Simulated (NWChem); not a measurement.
Program: NWChem. System: C$_{2}$H$_{5}$O, charge 0, spin multiplicity 2, at a geometry optimised with UPBE/def2-SVP. The structure started from a generated list of species. Its SCF solution wasn't tested for a lower state. Level: ROCCSD(T)/STO-3G, 3 core orbitals frozen.

Job file:

```
start mol
memory heap 100 mb stack 700 mb global 1900 mb
geometry units angstroms nocenter noautoz
  C     -1.183877     0.252963     0.000000
  C      0.342079     0.357036     0.000000
  O      1.044934    -0.789082     0.000000
  H     -1.660050     1.254915     0.000000
  H     -1.532779    -0.299922    -0.895297
  H     -1.532779    -0.299922     0.895297
  H      0.708461     0.998795     0.860632
  H      0.708461     0.998795    -0.860632
  symmetry group Cs
end
basis spherical
  * library sto-3g
end
scf
  rohf
  nopen 1
  maxiter 100
  thresh 1e-7
  semidirect memsize 60000000 filesize 0
  # guess.movecs holds the orbitals of an unrestricted PBE0 run
  vectors input guess.movecs swap 12 13 output mol.movecs
end
tce
  freeze core 3
  ccsd(t)
  2eorb
  2emet 13
  thresh 1e-6
  maxiter 100
  tilesize 24
end
task tce energy
```

NWChem printed:

```
             Northwest Computational Chemistry Package (NWChem) 7.3.0
             --------------------------------------------------------

                                NWChem Input Module
                                -------------------

 Scaling coordinates for geometry "geometry" by  1.889725989
 (inverse scale =  0.529177249)

 Turning off AUTOSYM since
 SYMMETRY directive was detected!

                             Geometry "geometry" -> ""
                             -------------------------

 Output coordinates in angstroms (scale by  1.889725989 to convert to a.u.)

  No.       Tag          Charge          X              Y              Z
 ---- ---------------- ---------- -------------- -------------- --------------
    1 C                    6.0000    -1.18387700     0.25296300     0.00000000
    2 C                    6.0000     0.34207900     0.35703600     0.00000000
    3 O                    8.0000     1.04493400    -0.78908200     0.00000000
    4 H                    1.0000    -1.66005000     1.25491500     0.00000000
    5 H                    1.0000    -1.53277900    -0.29992200    -0.89529700
    6 H                    1.0000    -1.53277900    -0.29992200     0.89529700
    7 H                    1.0000     0.70846100     0.99879500     0.86063200
    8 H                    1.0000     0.70846100     0.99879500    -0.86063200

 Effective nuclear repulsion energy (a.u.)      73.9619908764

            Nuclear Dipole moment (a.u.)
            ----------------------------
        X                 Y               Z
 ---------------- ---------------- ----------------
    -0.0000037795    -0.0000018897     0.0000000000

      Symmetry information
      --------------------

 Group name             Cs
 Group number              2
 Group order               2
 No. of unique centers     6

      Symmetry unique atoms

     1    2    3    4    5    7


 Summary of "ao basis" -> "" (spherical)
 ------------------------------------------------------------------------------
       Tag                 Description            Shells   Functions and Types
[...]
     T(0) DIIS level shift : 0.00D+00
     L(0) DIIS level shift : 0.00D+00
     T(1) DIIS level shift : 0.00D+00
     L(1) DIIS level shift : 0.00D+00
     T(R) DIIS level shift : 0.00D+00
     T(I) DIIS level shift : 0.00D+00
   CC-T/L Amplitude update :  5-th order DIIS
                I/O scheme : Global Array Library
        L-threshold :  0.10D-05
        EOM-threshold :  0.10D-05
 no EOMCCSD initial starts read in
 TCE RESTART OPTIONS
 SLICE:      F
 D4D5:       F
 quantumc:   F
 qrotation:  F
 pwtce:      F
 qducc:      F
 nacto:                         0
 nrotv:                         0
 nrot:                          0

            Memory Information
            ------------------
          Available GA space size is     249036000 doubles
          Available MA space size is     104856116 doubles

 Maximum block size supplied by input
 Maximum block size        24 doubles

 tile_dim =      7

 -------------------------------------------------
   1    alpha     a'     7 doubles       0       1
   2    alpha     a"     2 doubles       7       2
   3    alpha     a"     1 doubles       9       3
   4    beta      a'     7 doubles      10       4
   5    beta      a"     2 doubles      17       5
   6    alpha     a'     5 doubles      19       6
   7    alpha     a"     2 doubles      24       7
   8    beta      a'     5 doubles      26       8
   9    beta      a"     1 doubles      31       9
  10    beta      a"     2 doubles      32      10

 Global array virtual files algorithm will be used

 Parallel file system coherency ......... OK

 4-electron integrals stored in orbital form

 v2    file size   =            12225
 4-index algorithm nr.  13 is used
 imaxsize =       30
 imaxsize ichop =        0


CCSD iterations
 ---------------------------------------------------------
 Iter          Residuum       Correlation     Cpu    Wall
 ---------------------------------------------------------
    1   0.1501942272511  -0.1215217208932     0.0     0.0
    2   0.0563985920857  -0.1498697206219     0.0     0.0
    3   0.0240152436782  -0.1584965417968     0.1     0.1
    4   0.0107285145434  -0.1618300537021     0.0     0.0
    5   0.0052938590012  -0.1630673298537     0.0     0.0
    6   0.0013377177608  -0.1640276943826     0.0     0.0
    7   0.0007358293892  -0.1640573494398     0.1     0.1
    8   0.0003714960786  -0.1640781383956     0.0     0.0
    9   0.0002572933590  -0.1640770198046     0.1     0.1
   10   0.0001762902036  -0.1640833731492     0.1     0.1
   11   0.0000319165352  -0.1640838407036     0.1     0.1
   12   0.0000135296140  -0.1640872437150     0.1     0.1
   13   0.0000074648692  -0.1640881284159     0.1     0.1
   14   0.0000039489206  -0.1640885140002     0.1     0.1
   15   0.0000025539031  -0.1640886317239     0.0     0.0
   16   0.0000006553374  -0.1640887607031     0.1     0.1
 -----------------------------------------------------------------
 Iterations converged
 CCSD correlation energy / hartree =        -0.164088760703098
 CCSD total energy / hartree       =      -151.692238998288502

 Singles contributions

 Doubles contributions
 CCSD(T)
 Using plain CCSD(T) code
             total no. of tasks          148
 total no. of tasks / no. procs          148
                         wl_min            8           1.4
                         wl_max        42875           5.9
        thresh for no. of tasks          148

 CCSD[T]  correction energy / hartree =        -0.001399930745874
 CCSD[T] correlation energy / hartree =        -0.165488691448972
 CCSD[T] total energy / hartree       =      -151.693638929034364
 CCSD(T)  correction energy / hartree =        -0.001303748487558
 CCSD(T) correlation energy / hartree =        -0.165392509190656
 CCSD(T) total energy / hartree       =      -151.693542746776075

 Task  times  cpu:        1.1s     wall:        1.1s

 Total times  cpu:        1.1s     wall:        1.1s
```
